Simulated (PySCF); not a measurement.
## NMR parameters from quadrupole coupling constants

i-BuOMe, C₅H₁₂O.
Geometry (PBE0-D3(BJ)/def2-SVP, Å), atoms numbered from 1 in this order:
```
atom  x, y, z in Å
C1     2.5185   -0.1796   -1.1526
O2     1.5715    0.1323   -0.1833
C3     0.3259   -0.4577   -0.4088
C4    -0.6431   -0.0532    0.6895
C5    -0.7974    1.4605    0.7564
C6    -1.9808   -0.7557    0.4990
H7     2.2055    0.1522   -2.1633
H8     2.7195   -1.2690   -1.2039
H9     3.4549    0.3341   -0.8928
H10   -0.0787   -0.1465   -1.3981
H11    0.4207   -1.5644   -0.4404
H12   -0.1976   -0.3965    1.6408
H13   -1.2549    1.8478   -0.1699
H14    0.1814    1.9448    0.8778
H15   -1.4421    1.7581    1.5978
H16   -1.8678   -1.8511    0.4714
H17   -2.6749   -0.5119    1.3175
H18   -2.4608   -0.4440   -0.4438
```

Computed at PBE0/pcSseg-1 (PySCF, non-relativistic):

```
atom   environment  nucleus  spin I    Q (b)  CQ = χzz (MHz)      η
  O2  ether oxygen      17O     5/2  -0.0256          12.081  0.986
```

Problem. Work back to Vxx, Vyy and Vzz; CQ/MHz = 234.96 (Q/b)(Vzz/au).

Solution. Vxx = −Vzz(1 − η)/2 and Vyy = −Vzz(1 + η)/2, in au:

```tsv
atom	Vxx (au)	Vyy (au)	Vzz (au)	Vzz (10²¹ V/m²)
O2	0.015	1.994	-2.008	-19.52
```

Problem. Give the quadrupolar product PQ = |CQ|√(1 + η²/3), the quadrupolar frequency νQ = 3|CQ|/[2I(2I − 1)] and the Larmor frequency ν0 = |g| × 7.62259 MHz/T × B at 21.15 T, with g(17O) = −0.75752.

Solution. 
| atom | PQ (MHz) | νQ (MHz) | ν0 (MHz) | νQ/ν0 |
| --- | --- | --- | --- | --- |
| O2 | 13.90 | 1.812 | 122.13 | 0.015 |

For O2: PQ = 12.08 × 1.1506, νQ = 12.08 × 0.1500, ν0 = 5.7742 MHz/T × 21.15 T.

Problem. For half-integer spins with νQ below a tenth of ν0, find the second-order shift of the centre of gravity of the central transition at 21.15, 23.5 and 28.2 T.

Solution. From −(3/40)(PQ/ν0)²[I(I + 1) − 3/4]/[I(2I − 1)]², which goes as 1/B² (ppm):

| site | 21.15 T | 23.5 T | 28.2 T |
| --- | --- | --- | --- |
| 17O at O2 | -77.7 | -63 | -43.7 |

Problem. Quadrupolar 1/T1 and linewidth for τc = 4 ps (extreme narrowing, isotropic tumbling)?

Solution. Rate = (3π²/10) PQ² τc (2I + 3)/[I²(2I − 1)], the same for T1 and T2; width = rate/π.

```tsv
site	spin factor (2I + 3)/[I²(2I − 1)]	1/T1 (s⁻¹)	T1 (ms)	linewidth (Hz)
17O at O2	0.320	732	1.37	233
```

The structure is a single PBE0-D3(BJ)/def2-SVP conformer in the gas phase; no vibrational or solvent corrections. The basis is small and wasn't made for field gradients, so the couplings can be 20 % off.

The run behind these numbers computed NMR shieldings as well. On one thread of an Arm Neoverse V1, no GPU, on a shared host, this took 22 s wall.
